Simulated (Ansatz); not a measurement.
Input file:

```yaml
crystal:
  periodic: [false, false, false]
  atoms:
    - {symbol: Se, position_ang: [0.000000, 0.000000, 0.000000]}
    - {symbol: Li, position_ang: [0.000000, 0.000000, 2.560600]}
basis:
  gaussian: {orbitals: 6-31G}
total_charge: 1
magnetization: {spin_polarized: false, initial_magnetization: 2}
correlation: {method: fic_nevpt4_sd, electrons: valence, active_space: {window: {electrons: 6, orbitals: 5}}}
accuracy: high
```

```sh
$ ansatz run in.yaml --threads 1 --pin off --events-out ev --progress --plain --max-ram 2393MiB
```

Log:

```
591 factors; integrals over basis functions are off by at most 4.0e-9 eV
mean field evaluation 1: about -65490.3561 eV, gradient 1.2e1 eV
mean field evaluation 2: about -65490.3786 eV, gradient 1.2e1 eV
mean field evaluation 4: about -65490.6619 eV, gradient 5.3e-1 eV
mean field evaluation 8: about -65490.6649 eV, gradient 1.5e-1 eV
mean field evaluation 16: about -65490.6650 eV, gradient 3.0e-8 eV
mean field evaluation 32: about -65490.2932 eV, gradient 1.1e0 eV
mean field evaluation 64: about -65489.9051 eV, gradient 2.8e-1 eV
mean field -65490.66500563 eV, -2406.7375477899 hartree, gradient 3.0e-8 eV, S^2 2.000000; 9 other end points of the search recorded, 0 dependent functions left out
reference -65490.66500563 eV, -2406.7375477899 hartree; 19, 17 occupied and 19, 21 virtual orbitals, 591 factors
state -65490.80988752 eV, -2406.7428721012 hartree
state -65490.80988752 eV, -2406.7428721012 hartree; corrected -65494.97968111 eV, -2406.8961091891 hartree
Total energy: -65494.97968111 eV, -2406.8961091891 hartree
```

Natural occupations: 1.9997 1.9891 1.0000 1.0000 0.0112.

Ran on 1 thread of Arm Neoverse V2, shared host: 2.2 s wall, 0.1 GiB peak host memory.
